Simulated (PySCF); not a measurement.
**O: electron affinity**

O⁻ [He] 2s2 2p5 (2P) → O [He] 2s2 2p4 (3P), as a difference of total energies. Calculation: PySCF 2.14, in aug-cc-pCVTZ-DK; scalar relativity by spin-free X2C-1e. Correlated levels: valence and next inner shell: nothing frozen. The calculations carry no spin-orbit coupling.

```
                                method  electron affinity (eV)  error (eV)
                                   UHF                  -0.572      -2.033
    MP2 (valence and next inner shell)                   1.417      -0.044
SCS-MP2 (valence and next inner shell)                   1.380      -0.081
   CCSD (valence and next inner shell)                   1.180      -0.281
CCSD(T) (valence and next inner shell)                   1.333      -0.128
```

Reference: 1.461 eV (measured; photodetachment measurements, as compiled on the Wikipedia data page of electron affinities).

Errors of the correlated levels include the incompleteness of this basis.

A negative affinity means that the anion lies above the atom at that level of theory.
